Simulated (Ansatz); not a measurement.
# SiNO (doublet): from Hartree-Fock to the top rungs at a displaced geometry (v2), cc-pVDZ

One table from this session's results is given with a row withheld; the runs are named, their logs left out.

The runs use Ansatz 0.2.0, Gaussian basis; cc-pVDZ, core rule «outside noble gas», up to 7 orbitals frozen.

Plan: UHF; CCSD(T) on ROHF; CCSD(T) on UHF; BCCD(T) on ROHF; CISD; CCSDT(Q) on ROHF; CCSDT(Q) on UHF.

17 further runs of the same task are left out: 2 for a known fault of the program, 8 that didn't finish, 7 set aside as unsound or not needed.

### The system

The geometry is a PBE0/def2-TZVP stationary point (not a proven minimum) with its atoms shifted at random (size 0.100 Å).

3 atoms, charge 0, spin multiplicity 2.

Atoms are counted from 1 here; the program's logs count them from 0.

Bond lengths: N1–Si2 1.637 Å, Si2–O3 1.520 Å. Angles: N1–Si2–O3 171.2°.

As a file:

```xyz
3

N     0.08438    0.00522    1.59130
Si   -0.08050    0.01360   -0.03691
O    -0.00388   -0.01883   -1.55439
```

The first run:

The input, in.yaml:

```yaml
crystal:
  periodic: [false, false, false]
  atoms:
    - {symbol: N, position_ang: [0.084376, 0.005225, 1.591298]}
    - {symbol: Si, position_ang: [-0.080498, 0.013599, -0.036909]}
    - {symbol: O, position_ang: [-0.003878, -0.018825, -1.554389]}
basis:
  gaussian: {orbitals: cc-pVDZ}
magnetization: {spin_polarized: true, initial_magnetization: 1}
hamiltonian: {xc: hf}
output: {orbitals: {seedname: orbitals}}
```

The run is started by

```
> ansatz run in.yaml --threads 1 --pin off --events-out ev --progress --plain --max-ram 2393MiB
```

Steps of the session up to this table: UHF; CCSD(T) on ROHF; CCSD(T) on UHF; BCCD(T) on ROHF; CISD; CCSDT(Q) on ROHF; CCSDT(Q) on UHF.

One of the session's tables, all rows but one given; the rest of the session is left out.

| method | from RCCSDT(Q) (meV) |
| --- | --- |
| ROHF | +12221.6 |
| UHF | +12113.0 |
| RMP2 | +906.0 |
| UMP2 | +917.9 |
| CISD | +1914.0 |
| RCCSD | +639.6 |
| UCCSD | +634.5 |
| RCCSD(T) | +114.0 |
| UCCSD(T) | +114.5 |
| BCCD(T) | ? |
| RCCSDT | +68.1 |
| UCCSDT | +67.5 |
| RCCSDT(Q) | 0 |
| UCCSDT(Q) | -23.6 |

Estimate the missing values for BCCD(T).

**Answer.** from RCCSDT(Q) (meV): +105.7. In the column «from RCCSDT(Q) (meV)» it lies between RCCSDT (+68.1) and RCCSD(T) (+114.0).

To keep in mind: Warnings: coupled cluster took another determinant than the lowest. Restricted and unrestricted rows rest on different reference determinants; where their highest levels disagree by more than a few hundredths of an eV, they describe different states and don't form one ladder.
